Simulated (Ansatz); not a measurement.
Relaxing ReSb

Computed with DFT PBE, scalar-relativistic, plane waves, PAW (Ansatz).

The start puts ReSb on the AuCd (B19) structure type (Pmma, No. 51), with Re in place of Cd, Sb in place of Au, at a guessed volume.

The final relaxation ran on this input, with the default PAW datasets:

```yaml
crystal:
  lattice:
    - [3.2763757328, 0.0, 0.0]
    - [0.0, 3.2763757328, 0.0]
    - [0.0, 0.0, 3.2763757328]
  atoms:
    - { symbol: Re, position: [0.5, 0.5, 0.5] }
    - { symbol: Sb, position: [0.0, 0.0, 0.0] }
basis:
  ecutwfc: 420
kpoints:
  mp_grid: { grid: [16, 16, 16] }
hamiltonian:
  xc: pbe
scf:
  occupations: { method: gaussian, width: 0.1 }
output:
  forces: true
  stress: true
  eigenvalues: true
relax:
  adjacent_minimum: "off"
  f_tol: 0.01
  max_steps: 80
  cell: { stress_tol: 0.05 }
```

Launched as:

```bash
ansatz run input.yaml --threads 1 --pin off --max-ram 2560MiB --backend cpu --events-out ev --progress --plain --runs-dir out
```

Time: 27 s on 1 thread of Arm Neoverse V1 (shared host), peak memory 0.38 GiB.

End of the output:

```
SCF converged after 8 iterations
Free energy (F): -17351.299855 eV
Harris-Foulkes:  -17351.299855 eV  (|F-HF|=7.28e-12)
Internal energy: -17351.293043 eV  (E = F + TS)
E sigma→0 (E₀):  -17351.296449 eV
Entropy (-TS):   -0.006813 eV (-3.406 meV/atom)
Fermi energy:    19.695101 eV
--- Per-component energies (eV) ---
  E_band       = -165.439135
  E_kinetic    = 749.941827
  E_local      = -1993.910474  (includes V_loc(G=0)·N_el)
  E_nonlocal   = 417.154494
  E_hartree    = 852.903296
  E_xc         = -542.264679
  E_vxc        = -400.639806  (∫ρ·V_xc dr)
  E_paw        = -13238.487009  (= ΣΔE_a)
  E_vpaw       = -643.791690  (= ΣTr[D̂ρ^β])
  E_aug_tail   = -0.000078  (compensation charges beyond the density's cutoff)
  E_ewald      = -3596.630420
  E_smearing   = -0.006813  (= −TS)
  E_closure    = 0.000000  (closes the sum)
  Σ components = -17351.299855   (vs F -17351.299855, Δ=0.00e0)
--- Forces (eV/Å), atoms counted from 1 ---
  atom   1  Re     0.00000000     0.00000000     0.00000000
  atom   2  Sb     0.00000000     0.00000000     0.00000000
  max |Σ_I F_I| component: 3.00e-29 eV/Å
--- Stress (GPa, compression-positive) ---
       -0.003568       0.000000       0.000000
        0.000000      -0.003568       0.000000
        0.000000       0.000000      -0.003568
  P = ⅓ Tr σ = -0.0036 GPa (-0.036 kbar)
--- Relaxed structure (3 steps of the walk, 2 accepted, 1 SCFs on fresh bases) ---
  F+E_penalty+E_count = -17351.29985546 eV   max|allowed force component| = 1.026e-29 eV/Å   (the final SCF, on the basis selected at the relaxed cell)
  cell:  # Å, volume = 35.2326 Å³
    - [3.278298, 0.000000, 0.0]
    - [0.000000, 3.278298, 0.0]
    - [0.0, 0.0, 3.278298]
  atoms:
    - { symbol: Re, position: [0.500000, 0.500000, 0.500000] }
    - { symbol: Sb, position: [0.000000, 0.000000, 0.000000] }
```

Total energies depend on the potentials used, so only differences within one code and one set of settings carry meaning.

The result has space group Pm-3m (No. 221). Re is coordinated by 8 Sb at 2.84 Å and 6 Re at 3.28 Å; around Sb lie 8 Re at 2.84 Å and 6 Sb at 3.28 Å.

Against the elements it lies at 0.63 eV/atom. Energies over the elements count from the elements' standard structures at the same level, with no empirical corrections.

For metals, differences of a few meV/atom aren't resolved. Spin–orbit coupling is left out.

Symmetry constrained the relaxation, so the result can be a saddle point.